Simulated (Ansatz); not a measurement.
Reaction (SMILES): FCF → C atom + 2 F atom + 2 H atom
B3LYP-D3(BJ)/def2-TZVP geometries, fixed; electronic energies without zero-point terms.
Largest species:
```
C
F 1 1.3618
F 1 1.3618 2 108.56
H 1 1.0913 2 108.69 3 -118.06
H 1 1.0913 4 113.42 3 -121.01
```

Energies in hartree at PBE0 with Ansatz (a first-principles code); the atomisation energy is their sum with the coefficients shown, times 627.509 kcal/mol a hartree. All functions are spherical. The program fits the integrals of some runs and decomposes those of others, by size. Open shells are unrestricted. No added dispersion term, no relativity.

```json
[
 {"species": "FCF", "coefficient": "-1", "part": "PBE0", "cc-pVDZ": "-238.75489", "cc-pVTZ": "-238.84018", "cc-pVQZ": "-238.86207"},
 {"species": "C atom", "coefficient": "+1", "part": "PBE0", "cc-pVDZ": "-37.79901", "cc-pVTZ": "-37.80444", "cc-pVQZ": "-37.80643"},
 {"species": "F atom", "coefficient": "+2", "part": "PBE0", "cc-pVDZ": "-99.63567", "cc-pVTZ": "-99.66904", "cc-pVQZ": "-99.67838"},
 {"species": "H atom", "coefficient": "+2", "part": "PBE0", "cc-pVDZ": "-0.50029", "cc-pVTZ": "-0.50104", "cc-pVQZ": "-0.50123"}
]
```

**Question.** Predict the atomisation energy in cc-pV5Z (X = 5): let each PBE0 step shrink by the ratio of the last two. Compare with the run.

**Answer.** 
- FCF: steps -0.08529 and -0.02189, ratio 0.257, so PBE0 -238.86770 (run: -238.86879).
- C atom: steps -0.00543 and -0.00199, ratio 0.366, so PBE0 -37.80716 (run: -37.80724).
- F atom: steps -0.03337 and -0.00934, ratio 0.280, so PBE0 -99.68100 (run: -99.68144).
- H atom: steps -0.00075 and -0.00019, ratio 0.253, so PBE0 -0.50128 (run: -0.50131).
Predicted 436.73 kcal/mol; the run in cc-pV5Z gives 436.78, a miss of -0.04. Keeping the value in cc-pVQZ, 437.01, would miss by 0.23. All sums are of the energies as printed.
